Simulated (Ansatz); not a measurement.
Saddle point of CH$_{5}$AlO, singlet (CH₂O ([CH2][O]) + AlH₃ → CH₅AlO ([CH3][O][AlH2]); bonds formed: H2–C6; dative contacts that become bonds: Al1–O5; bonds broken: Al1–H2), PBE0-D4/def2-TZVP structure:

```xyz
8
angstrom
Al -1.0405 0.1592 -0.5775
H -0.9083 -1.0418 0.5272
H -1.1981 -0.3538 -2.0694
H -1.6589 1.5080 -0.0075
O 0.9533 0.4522 -0.5277
C 1.1856 -0.0905 0.5495
H 1.9375 -0.8893 0.6191
H 0.7294 0.2561 1.4861
```

Energies are electronic, without zero-point energy. Barriers and step energies count from the start structure reached by relaxing down the imaginary mode; all methods use the PBE0-D4 structures, on which another method's saddle can fall below an end. Program: Ansatz 0.2.0. Basis: def2-TZVPP, with def2-QZVPP for the basis limit. Cores are frozen in the correlated methods. B3LYP uses VWN-RPA correlation. Extrapolation: Hartree–Fock as exp(−7.88 √X), correlation as X^−2.97.

| method | barrier (kJ/mol) | step energy (kJ/mol) |
| --- | --- | --- |
| SPW92 | 24.0 | -173.2 |
| PBE-D4 | 28.8 | -156.8 |
| BLYP-D4 | 34.0 | -150.5 |
| r2SCAN-D4 | 30.9 | -163.0 |
| B97M-V | ? | -148.4 |
| PBE0-D4 | 34.9 | -165.3 |
| B3LYP-D4 | 38.6 | -158.9 |
| r2SCAN0-D4 | ? | -169.3 |
| BHLYP-D4 | 44.5 | -164.8 |
| CAM-B3LYP-D4 | 43.1 | -164.4 |
| wB97X-V | ? | -160.4 |
| wB97M-V | 40.9 | -159.9 |
| B2PLYP | 42.9 | -161.2 |
| PBE-QIDH | 41.2 | -170.0 |
| RPA on PBE | 45.5 | -151.4 |
| HF | 53.0 | -148.5 |
| MP2 | 46.4 | -167.8 |
| CCSD | 48.0 | -158.9 |
| CCSD(T) | 46.0 | -156.0 |

(1) Fill in the withheld barriers. (Judge from chemistry; the value comes from the calculation.)

No T1 diagnostic of these runs exceeds 0.019.

Answers

(1) By the calculation: wB97X-V 42.1; r2SCAN0-D4 35.9; B97M-V 38.1 kJ/mol. Each is the energy of the saddle less that of the start structure, by the same method.

For comparison, the barrier by CCSD(T) at an estimated basis limit (MP2 extrapolated from triple and quadruple zeta, plus CCSD(T) − MP2 in triple zeta) is 44.9 kJ/mol.

Labels in which every atom is bracketed show which atoms are joined, not bond orders.

For scale, one of the runs: CCSD(T)/def2-TZVPP, 174 basis functions, launched by `ansatz run in.yaml --threads 2 --pin off --events-out ev --progress --plain --max-ram 4352MiB`. Time: 27 s of wall clock on 2 CPU threads of an Arm Neoverse V1; the host was shared. Peak host memory: 1.5 GiB.
